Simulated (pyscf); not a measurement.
# Routes from HO–BH–Cl

Candidate steps break at most two bonds and form at most two. Each was searched with GFN2-xTB (tblite) first. Single points on ωB97X-D3(BJ)/def2-SVP structures (PySCF, gas phase). MP2 and CC: frozen core, UHF for open shells. ΔMP2 is the change of the MP2 total energy from the triple- to the quadruple-zeta basis. Energies: CCSD(T)/def2-TZVPP + ΔMP2(QZVPP), kcal/mol, from the reactant's lowest minimum found, singlet surface.

```
products                         type    ΔE‡     ΔE  ΔG‡ 298 K  ΔG‡ 900 K  ν‡ (cm⁻¹)
--------------------  ---------------  -----  -----  ---------  ---------  ---------
HB=O + HCl                elimination   51.6  +33.6       46.6       46.1      1357i
B–Cl [singlet] + H₂O  1,1-elimination  110.4  +94.7      105.7      103.8      1401i
```

Row 1: On the product side the descent ends in a complex (not fully relaxed), 4.3 kcal/mol under the separated species and 19.5 kcal/mol under the saddle at ωB97X-D3(BJ)/def2-TZVP. 

Plain bond fissions and candidates not yet searched are not listed, and one of them may be faster. Each barrier is that of the saddle found; lower ones may exist. The CCSD(T) − MP2 part came from Ansatz, without density fitting, on the same reference.
